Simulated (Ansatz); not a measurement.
C3H7NOS can be A, `NC(S)CC=O`, or B, `CO/C(S)=C/N`.

Program: Ansatz. Geometries: PBE0-D4/def2-TZVP. ΔE: electronic, gas phase. CCSD(T)/CBS adds triple-zeta CCSD(T) − MP2 to the extrapolated MP2 energy (def2 sets, frozen cores). DFT in def2-TZVPP. B3LYP here is the variant with VWN-RPA as its local correlation; programs differ in this. Each species was taken in one conformer, which may not be the lowest.

Q: Which isomer does CCSD(T)/CBS put lower? Give the gap. (Estimate.)

A: Ansatz gave: A, by 59.8 kJ/mol.

Q: Give E(B) − E(A) in kJ/mol with MP2/def2-TZVPP, B3LYP, CCSD(T)/def2-TZVPP, HF/def2-TZVPP, r2SCAN-D4, B3LYP-D4, ωB97M-V. (An estimate is asked.)

A: Ansatz gave: MP2/def2-TZVPP 63.2, B3LYP 44.0, CCSD(T)/def2-TZVPP 62.6, HF/def2-TZVPP 66.5, r2SCAN-D4 45.9, B3LYP-D4 44.7, ωB97M-V 55.4. None reverses the order clearly.

Largest T1 diagnostic: 0.013.

From PBE to PBE0 (25 % exact exchange), in def2-TZVPP and without D4, E(B) − E(A) moves by +4.7 kJ/mol. In def2-TZVPP, CCSD(T) changes the Hartree–Fock value by −4.0 kJ/mol (the triples alone add −2.2 kJ/mol) and MP2 by −3.3 kJ/mol.
